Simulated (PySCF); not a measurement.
Isomers of C4H6O.

All values: CAM-B3LYP/def2-SVPD (PySCF) at GFN2-xTB geometries, gas phase, one conformer each. Core orbitals are frozen in the response; Δα² is half the sum of the squared differences of the principal polarisabilities.

Task: Rank by dipole moment, highest first.
A. `[CH2:1]=[C:2]=[CH:3][O:4][CH3:5]` with C2–C3–O4–C5 178°
B. `O=C1CCC1` (cyclobutanone)
C. `[O:1]=[CH:2][CH:3]1[CH2:4][CH2:5]1` with O1–C2–C3–C4 146° (cyclopropanecarboxaldehyde)
D. `[OH:1][CH2:2][CH:3]1[CH:4]=[CH:5]1` with H–O1–C2–C3 53°, O1–C2–C3–C4 -92°
E. `[CH:1]#[C:2][O:3][CH2:4][CH3:5]` with C2–O3–C4–C5 67°

Result: C (3.57 D), B (3.24 D), D (2.32 D), E (2.00 D), A (1.43 D).

Task: Rank by mean static polarisability, highest first.
A. `[OH:1][CH2:2][CH:3]1[CH:4]=[CH:5]1` with H–O1–C2–C3 53°, O1–C2–C3–C4 -92°
B. `[CH2:1]=[C:2]=[CH:3][O:4][CH3:5]` with C2–C3–O4–C5 178°
C. `[CH:1]#[C:2][O:3][CH2:4][CH3:5]` with C2–O3–C4–C5 67°
D. cyclobutanone (`O=C1CCC1`)

Result: B (8.74 Å³), C (7.60 Å³), A (7.34 Å³), D (7.10 Å³).

All values together:

```tsv
SMILES	μ (D)	HOMO (eV)	LUMO (eV)	α (Å³)	Δα (Å³)
O=C1CCC1	3.24	-8.69	0.43	7.10	2.04
C=C=COC	1.43	-7.81	0.95	8.74	7.56
C#COCC	2.00	-8.44	1.26	7.60	3.51
O=CC1CC1	3.57	-8.95	0.47	7.33	2.68
OCC1C=C1	2.32	-8.68	0.73	7.34	1.82
```

Conformers: `[CH2:1]=[C:2]=[CH:3][O:4][CH3:5]` with C2–C3–O4–C5 178°; `[CH:1]#[C:2][O:3][CH2:4][CH3:5]` with C2–O3–C4–C5 67°; `[O:1]=[CH:2][CH:3]1[CH2:4][CH2:5]1` with O1–C2–C3–C4 146°; `[OH:1][CH2:2][CH:3]1[CH:4]=[CH:5]1` with H–O1–C2–C3 53°, O1–C2–C3–C4 -92°.
